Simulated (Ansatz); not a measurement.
in.yaml

```yaml
crystal:
  periodic: [false, false, false]
  atoms:
    - {symbol: Al, position_ang: [0.000000, 0.000000, 0.000000]}
    - {symbol: P, position_ang: [0.000000, 0.000000, 2.380600]}
basis:
  gaussian: {orbitals: cc-pVDZ}
total_charge: 1
magnetization: {spin_polarized: false, initial_magnetization: 1}
correlation: {active_space: {ras: {orbitals: [3, 1, 22], electrons: 7, max_holes: 2, max_particles: 2}, fixed_orbitals: true}}
scf: {lower_state_search: off}
output: {forces: true}
```

```sh
$ ansatz run in.yaml --threads 1 --pin off --events-out ev --progress --plain --max-ram 2393MiB
```

Log:

```
these checks for a lower state are left out or cut short: starts, cluster_reference, orbital_swaps, neighbouring_geometries, increment
374 factors; integrals over basis functions are off by at most 7.2e-4 eV
mean field evaluation 1: about -15842.1944 eV, gradient 2.0e1 eV
mean field evaluation 2: about -15842.2820 eV, gradient 2.0e1 eV
mean field evaluation 4: about -15844.6632 eV, gradient 5.6e0 eV
mean field evaluation 8: about -15844.9911 eV, gradient 4.4e-1 eV
mean field evaluation 16: about -15845.0077 eV, gradient 7.6e-4 eV
mean field -15845.00765484 eV, -582.2932911833 hartree, gradient 1.7e-6 eV, S^2 0.750000; 0 other end points of the search recorded, 0 dependent functions left out
reference -15845.00765484 eV, -582.2932911833 hartree; 14, 13 occupied and 22, 23 virtual orbitals, 374 factors
state -15848.75513706 eV, -582.4310086149 hartree
the calculation of the forces begins
Total energy: -15848.75513706 eV, -582.4310086149 hartree
Atom 0 at     0.000000     0.000000     0.000000 Å, force     0.000000     0.000000    -0.351320 eV/Å
Atom 1 at     0.000000     0.000000     2.380600 Å, force    -0.000000     0.000000     0.351320 eV/Å
Dipole moment:     0.000000    -0.000000    -0.632756 e Å
Checks for a lower state left out: starts, cluster_reference, orbital_swaps, neighbouring_geometries, increment
```

Forces (eV/Å):
```
Al   0.000  0.000 -0.351
P    0.000  0.000  0.351
```

Ran on 1 thread of Arm Neoverse V1, shared host: 1.1 s wall, 0.22 GiB peak host memory.
